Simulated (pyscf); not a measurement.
`[PH2]` [doublet] + `[SiH3][SiH3]` → `[SiH3][PH2]` + `[SiH3]` [doublet], a substitution at Si (doublet surface; Si–Si broken, P–Si formed). Single points on ωB97X-D3(BJ)/def2-SVP structures (PySCF, gas phase). Energies in kcal/mol from the separated reactants.

Small-basis levels: PySCF, no dispersion term, spherical d functions. AM1 to PM7: differences of heats of formation from MOPAC. Open shells are spin-unrestricted. 

| level | barrier | reaction energy |
|---|---|---|
| BP86/6-31G* | 8.7 | +4.7 |
| B3LYP/STO-3G | 19.3 | +16.0 |
| B3LYP/LANL2DZ | 23.7 | +12.2 |
| B3LYP/6-31G* | 15.5 | +6.2 |
| M06-2X/6-31G* | 13.4 | +3.9 |
| PBE/def2-SVP | 5.8 | +4.0 |
| AM1 | 2.8 | -11.2 |
| ωB97M-D3(BJ)/def2-TZVP | 12.8 | +4.2 |

Against the last row the barrier runs from -10.0 (AM1) to +10.9 kcal/mol (B3LYP/LANL2DZ). ωB97M-D3(BJ)/def2-TZVP has limits of its own. This is the saddle that the search found; another between the same sides may lie lower. The angle at the attacked Si is 176°.
